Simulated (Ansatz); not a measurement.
System: tetradymite Bi2Se3. Method: PBE-D3(BJ) (PAW; Ansatz, an electronic-structure program).

Run with plane-wave cutoff 520 eV, 10×10×10 k mesh, Fermi–Dirac smearing 0.01 eV, scalar-relativistic PAW data made under PBE.

Energies at three volumes about the minimum:

```tsv
V (Å³/atom)	E − E_lowest (meV/atom)
27.658	1.38
28.222	0.00
28.786	1.19
```

**Question.** Fit a parabola by hand: where is the minimum, and what is the bulk modulus?

**Answer.** Slopes: (0.00 − 1.38)/(28.222 − 27.658) = -2.447 and (1.19 − 0.00)/(28.786 − 28.222) = 2.110 meV/Å³. Curvature E″ = 2 × (2.110 − (-2.447))/(28.786 − 27.658) = 8.080 meV/Å⁶. From the middle of the first interval, the slope vanishes at V0 = 27.9400 − (-2.447)/8.080 = 28.243 Å³/atom. B = V0 E″ = 28.243 × 8.080 meV/Å³ × 0.1602 GPa per meV/Å³ = 36.6 GPa. The full Birch–Murnaghan fit to all volumes gives V0 = 28.220 Å³/atom and B0 = 36.0 GPa.

Shape and atoms are relaxed at each volume.

Note: the bulk modulus comes from volumes at which shape and atoms were relaxed.
